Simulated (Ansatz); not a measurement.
# C2H4FNO: up Jacob's ladder to CCSD(T)

One table from this session's results is given with a row withheld; the runs are named, their logs left out.

The runs use Ansatz 0.2.0, Gaussian basis; functionals in def2-TZVPP, the program's frozen cores in correlated methods.

Levels to be run: LDA (SPW92), PBE-D4, revPBE-D4, BLYP-D4, r2SCAN-D4, B97M-V, PBE0-D4, B3LYP-D4, r2SCANh-D4, r2SCAN0-D4, HSE06-D4, BHLYP-D4, CAM-B3LYP-D4, LC-ωPBE, ωB97X-V, ωB97M-V, B2PLYP, PBE-QIDH; CCSD(T)/def2-SVP; CCSD(T)/def2-TZVPP; MP2/def2-QZVPP; extrapolation to the limit; RPA on PBE.

### The geometry

The geometry comes from an earlier relaxation with PBE0-D4 in a triple-zeta def2 set; it is a stationary point, not always the lowest conformer.

SMILES `N=C(F)CO`, 9 atoms, charge 0, spin multiplicity 1.

Atoms are counted from 1 here; the program's logs count them from 0.

Bond lengths: N1–C2 1.243 Å, N1–H6 1.018 Å, C2–F3 1.337 Å, C2–C4 1.503 Å, C4–O5 1.400 Å, C4–H7 1.097 Å, C4–H8 1.094 Å, O5–H9 0.961 Å. Angles: C2–N1–H6 109.0°, N1–C2–F3 119.4°, N1–C2–C4 130.3°, F3–C2–C4 110.3°, C2–C4–O5 112.6°, C2–C4–H7 108.5°, C2–C4–H8 108.2°, O5–C4–H7 113.0°, O5–C4–H8 107.6°, H7–C4–H8 106.7°, C4–O5–H9 108.9°.

Set-up of the first run:

The input, in.yaml:

```yaml
crystal:
  periodic: [false, false, false]
  atoms:
    - {symbol: N, position_ang: [-0.441887, 0.929173, 1.423476]}
    - {symbol: C, position_ang: [0.428381, 0.339418, 0.760266]}
    - {symbol: F, position_ang: [1.708350, 0.415814, 1.140337]}
    - {symbol: C, position_ang: [0.301638, -0.508777, -0.473869]}
    - {symbol: O, position_ang: [-1.004977, -0.536270, -0.975054]}
    - {symbol: H, position_ang: [-1.354930, 0.744062, 1.012118]}
    - {symbol: H, position_ang: [1.035654, -0.160995, -1.211057]}
    - {symbol: H, position_ang: [0.578289, -1.534469, -0.213342]}
    - {symbol: H, position_ang: [-1.162017, 0.265643, -1.480075]}
basis:
  gaussian: {orbitals: def2-TZVPP}
hamiltonian: {xc: lda}
output: {orbitals: {seedname: orbitals}}
```

Command:

```
> ansatz run in.yaml --threads 2 --pin off --events-out ev --progress --plain --max-ram 4352MiB
```

Among the steps run: LDA; PBE-D4 (GGA); revPBE-D4 (GGA); BLYP-D4 (GGA); r2SCAN-D4 (meta-GGA); B97M-V (meta-GGA); B3LYP-D4 (hybrid); r2SCANh-D4 (hybrid); r2SCAN0-D4 (hybrid); HSE06-D4 (hybrid); BHLYP-D4 (hybrid); CAM-B3LYP-D4 (range-separated); LC-ωPBE (range-separated); ωB97X-V (range-separated); ωB97M-V (range-separated); B2PLYP (double hybrid); PBE-QIDH (double hybrid).

One table of the session follows, with a row left open; its other results are not shown here.

| functional | HOMO (eV) | gap (eV) |
| --- | --- | --- |
| LDA (SPW92) | -7.03 | 5.78 |
| PBE-D4 | -6.87 | 5.87 |
| revPBE-D4 | -6.80 | 5.90 |
| BLYP-D4 | -6.80 | 5.89 |
| r2SCAN-D4 | -7.21 | 6.46 |
| B97M-V | -7.37 | 6.74 |
| PBE0-D4 | ? | ? |
| B3LYP-D4 | -8.24 | 8.06 |
| r2SCANh-D4 | -7.80 | 7.47 |
| r2SCAN0-D4 | -8.71 | 8.98 |
| HSE06-D4 | -8.06 | 7.80 |
| BHLYP-D4 | -10.04 | 11.05 |
| CAM-B3LYP-D4 | -9.99 | 11.13 |
| LC-ωPBE | -11.35 | 13.86 |
| ωB97X-V | -10.99 | 13.32 |
| ωB97M-V | -10.90 | 12.76 |

Estimate the missing values for PBE0-D4.

The run gave: HOMO (eV): -8.47; gap (eV): 8.60. In the column «HOMO (eV)» it lies between r2SCAN0-D4 (-8.71) and B3LYP-D4 (-8.24).
